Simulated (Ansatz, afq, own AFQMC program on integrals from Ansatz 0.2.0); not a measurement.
## SiGeH, quartet: a scan with AFQMC

```xyz
3

Si    0.0000    0.0406    1.7372
Ge    0.0000   -0.0362   -0.6556
H     0.0000    1.4755   -1.1562
```

The Si1–Ge2 distance is changed with both sides rigid. Energies in eV count from this geometry (2.394 Å) at the same level; the start stands on UHF, each point on the determinant named.

Basis cc-pVDZ. Only valence electrons are correlated. Ansatz 0.2.0 and our own AFQMC program on the same integrals; the CISD trial comes from CCSD amplitudes, and released means the phaseless constraint is let go. Error bars are statistical, one sigma. No spin–orbit coupling.

Cautions, each for one point or more: higher spins were not checked; inner d shell frozen; lower spins were not checked; no relativity below Rb; no spin-orbit coupling; strong correlation; the ph-AFQMC/CISD walk drifts between its halves.

```csv
r(Si1–Ge2) / Å,det.,T1,weight,⟨S²⟩,CCSD(T),ph-AFQMC/CISD,CCSDT(Q),CCSD,B2PLYP
2.207,UHF,0.034,0.85,3.77,0.289,0.258 ± 0.014,0.293,0.286,0.250
2.646,UHF,0.025,0.86,3.78,0.116,0.137 ± 0.013,0.110,0.119,0.134
3.241,UHF,0.059,0.81,3.78,0.980,0.953 ± 0.017,0.897,0.947,1.025
4.421,UHF,0.014,0.88,3.77,1.608,1.618 ± 0.012,1.626,1.494,1.750
6.438,UHF,0.012,0.88,3.77,1.687,1.679 ± 0.013,1.723,1.569,1.839
```

Weight is that of the determinant in the CISD state; at the start T1 is 0.030 and the weight 0.85, and ⟨S²⟩ is 3.77. Largest departures from CCSDT(Q), at the points where its series has closed: CCSD(T) -0.036 eV at 6.438 (on UHF), ph-AFQMC/CISD -0.043 eV at 6.438 (on UHF), CCSD -0.154 eV at 6.438 (on UHF), B2PLYP 0.123 eV at 4.421. Functionals count only at points shown to share the start's state and spin. In this small basis the wave-function levels are far from their limit, so their gap to the functionals isn't the functionals' error. In total energy ph-AFQMC/CISD lies 40 ± 9 meV above CCSDT(Q) at the start, so its agreement along the curve rests in part on cancellation.

Some points may be missing: those where a free walk finds a much lower state, and past Zn most of those on another determinant than at the start.

A walk keeps the symmetry of its determinant, which the program's search chose and which needn't be the lowest solution, so a lower state of the same spin and another symmetry isn't excluded.
